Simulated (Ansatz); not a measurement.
# NHCl (quartet): the correlation ladder at distance Cl1–H2 along a hydrogen transfer = 1.924 Å, cc-pVDZ

How much of the correlation energy of NHCl (quartet) does each wave-function method recover here?

Method: cc-pVDZ, core rule «outside noble gas», up to 6 orbitals frozen; program: Ansatz 0.2.0, Gaussian basis.

To be run: UHF; CCSD(T) on ROHF; CCSD(T) on UHF; BCCD(T) on ROHF; CISD; CCSDT(Q) on ROHF; CCSDT(Q) on UHF; CCSDTQ on ROHF; CASSCF and MRCISD+Q, 5 electrons in 5 orbitals; CASSCF and NEVPT2, 5 electrons in 5 orbitals; CASSCF and MRCISD+Q, 13 electrons in 9 orbitals; CASSCF and NEVPT2, 13 electrons in 9 orbitals.

## (1) The system

The geometry derives from fragments relaxed apart (PBE0/def2-TZVP) and kept rigid, so it is no stationary point. A hydrogen atom is moved between rigid fragments.

3 atoms, charge 0, spin multiplicity 4.

Atoms are counted from 1 here; the program's logs count them from 0.

Bond lengths: H2–N3 1.040 Å.

Geometry (Å):

```xyz
3
ClHN
Cl    0.0000    0.0000   -1.6293
H     0.0000    0.0000    0.2947
N     0.0000    0.0000    1.3347
```

## (2) UHF

File in.yaml:

```yaml
crystal:
  periodic: [false, false, false]
  atoms:
    - {symbol: Cl, position_ang: [0.000000, 0.000000, -1.629333]}
    - {symbol: H, position_ang: [0.000000, 0.000000, 0.294667]}
    - {symbol: N, position_ang: [0.000000, 0.000000, 1.334667]}
basis:
  gaussian: {orbitals: cc-pVDZ}
magnetization: {spin_polarized: true, initial_magnetization: 3}
hamiltonian: {xc: hf}
output: {orbitals: {seedname: orbitals}}
```

Command:

```
ansatz run in.yaml --threads 1 --pin off --events-out ev --progress --plain --max-ram 4096MiB --backend cpu
```

Further steps of the session: CCSD(T) on ROHF; CCSD(T) on UHF; BCCD(T) on ROHF; CISD; CCSDT(Q) on ROHF; CCSDT(Q) on UHF; CCSDTQ on ROHF; CASSCF and MRCISD+Q, 5 electrons in 5 orbitals; CASSCF and NEVPT2, 5 electrons in 5 orbitals; CASSCF and MRCISD+Q, 13 electrons in 9 orbitals; CASSCF and NEVPT2, 13 electrons in 9 orbitals.

Q: Predict the results of all the runs planned. Wanted: RCCSDTQ below the RHF energy; RMP2 from RCCSDTQ; UMP2 from RCCSDTQ; RCCSD from RCCSDTQ; RCCSD(T) from RCCSDTQ; UCCSD(T) from RCCSDTQ; RCCSDT(Q) from RCCSDTQ; UCCSDT(Q) from RCCSDTQ; NEVPT2 pair from RCCSDTQ.

**Answer**, as computed:

```
                         quantity                                                                                               value
     RCCSDTQ below the RHF energy                                                                                          -7.4774 eV
                RMP2 from RCCSDTQ                                                                                         +1116.8 meV
                UMP2 from RCCSDTQ                                                                                         +1119.2 meV
               RCCSD from RCCSDTQ                                                                                          +133.2 meV
            RCCSD(T) from RCCSDTQ                                                                                           +27.3 meV
            UCCSD(T) from RCCSDTQ                                                                                           +25.6 meV
           RCCSDT(Q) from RCCSDTQ                                                                                            +0.9 meV
           UCCSDT(Q) from RCCSDTQ                                                                                            -0.9 meV
         NEVPT2 pair from RCCSDTQ                                                                                         +1029.8 meV
       MRCISD+Q pair from RCCSDTQ                                                                                           +34.9 meV
      NEVPT2 valence from RCCSDTQ                                                                                         +1430.4 meV
levels within 1 kcal/mol (43 meV)  RCCSD(T), UCCSD(T), BCCD(T), RCCSDT, UCCSDT, RCCSDT(Q), UCCSDT(Q), MRCISD+Q pair, MRCISD+Q valence
                    T1 diagnostic                                                                                               0.027
   effectively unpaired electrons                                                                                                3.01
```

RCCSD(T) misses by +27.3 meV, 0.4 % of the correlation energy. One determinant dominates. Of the multireference levels listed MRCISD+Q valence comes nearest in total energy (+22.0 meV), which doesn't show that its space is the better one. These misses are within one basis, not against nature; the frozen cores of restricted and unrestricted runs differ, which can shift their rows.
